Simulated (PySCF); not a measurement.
One ligand Y is varied and pulled off as a radical: Zr(F)3–Y. Isolated molecules, 0 K electronic values unless said otherwise. One relaxed conformer stands for each flexible species; it need not be the lowest. Multiplicities are imposed; where one is given, others were not computed. Strings in code marks are SMILES.

The numbers are results of TPSS-D3(BJ)/def2-TZVP // TPSS-D3(BJ)/def2-SVP run with PySCF, not measurements. 

```json
[
 {"species": "ligand removed as a radical ([Zr(F)3])", "highest occupied spin orbital (eV)": "-4.91"},
 {"species": "free radical OH (`[OH]`)", "highest occupied spin orbital (eV)": "-7.32"},
 {"species": "free radical NH2 (`[NH2]`)", "highest occupied spin orbital (eV)": "-7.32"},
 {"species": "free radical CH3", "highest occupied spin orbital (eV)": "-5.50"},
 {"species": "free radical SH", "highest occupied spin orbital (eV)": "-6.25"}
]
```
